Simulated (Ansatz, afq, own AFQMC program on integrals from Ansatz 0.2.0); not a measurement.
Integrals from Ansatz 0.2.0, then the random walk in our own AFQMC program (afq).

```yaml
crystal:
  periodic: [false, false, false]
  atoms:
    - {symbol: Si, position_ang: [-1.849047, 0.000000, 0.000000]}
    - {symbol: H, position_ang: [-2.343919, 1.399708, 0.000001]}
    - {symbol: H, position_ang: [-2.343919, -0.699854, 1.212183]}
    - {symbol: H, position_ang: [-2.343919, -0.699854, -1.212182]}
    - {symbol: H, position_ang: [-0.011047, 0.000000, 0.000000]}
    - {symbol: S, position_ang: [1.840953, 0.000000, 0.000000]}
basis:
  gaussian: {orbitals: cc-pVTZ}
magnetization: {spin_polarized: true, initial_magnetization: 2}
correlation: {method: ccsd_t, electrons: outside_noble_gas, hamiltonian_folder: ham}
```

```sh
$ ansatz run in.yaml --threads 1 --pin off --events-out ev --progress --plain --max-ram 24576MiB --backend cuda --devices 0, --max-vram 18GiB
```

Options of the walk:

```
--method phaseless --trial hf --walkers 600 --populations 10 --least-time 40 --time-step 0.005 --steps-per-block 20 --equilibration-blocks 112 --max-blocks 4000 --target-error 0.0011 --factor-cut 1e-05 --start spin_pure --seed 5626 --taylor-order 6
```

Times are imaginary, in 1/Eh. The walk had a cap of 94 s. With eight or more populations the least sampling time is a fifth of least-time, and the error comes from their spread.

Log:

```
orbitals 114  electrons 8 6  factors 688 of 698
reference energy -688.72931913 Eh
CCSD correlation -0.32583875 Eh in 12 cycles, weight of the determinant in the CISD state 0.8421
energy of the start -688.730580 Eh
 block  time / (1/Eh)  mean weight  energy / Eh
     1     0.100  1.0016  -688.799814
     2     0.200  1.0014  -688.850829
     3     0.300  1.0016  -688.892513
     4     0.400  1.0006  -688.922914
     5     0.500  1.0015  -688.944318
    10     1.000  1.0000  -689.019700
    91     9.100  1.0009  -689.060597
   181    18.100  1.0002  -689.064152
   271    27.100  1.0007  -689.058468
   361    36.100  0.9997  -689.055013
   397    39.700  1.0012  -689.080109
   451    45.100  0.9999  -689.075969
   541    54.100  1.0005  -689.059795
   613    61.300  1.0004  -689.044778
   631    63.100  0.9994  -689.055962
   721    72.100  1.0003  -689.064674
error from the spread of 10 populations
energy -689.063758 +/- 0.001040 Eh
(rows thinned)
```

The run passed its tests (sampling time, drift between the halves within three errors, error under three times the target), which doesn't prove that it has relaxed.

Against this walk (error 28.3 meV) on the same determinant: CCSD(T) 63.5 meV lower, a separate phaseless walk with a CISD trial and standard settings 89.1 ± 28.9 meV lower. The error is statistical and leaves out the bias of the constraint. None of these is a sure reference here.

Cautions: constraint bias not in the error; lower spins were not checked; unrestricted determinant slightly spin contaminated (⟨S²⟩ 2.05 against 2.00).

The walk took 75 s on 1 × NVIDIA H100 80GB HBM3 with 2 threads of AMD EPYC 7R13 Processor (Zen 3), with other jobs on the host (the card was shared). The log's last line is the phaseless energy.

A walk keeps the symmetry of its determinant, which the program's search chose and which needn't be the lowest solution, so a lower state of the same spin and another symmetry isn't excluded.
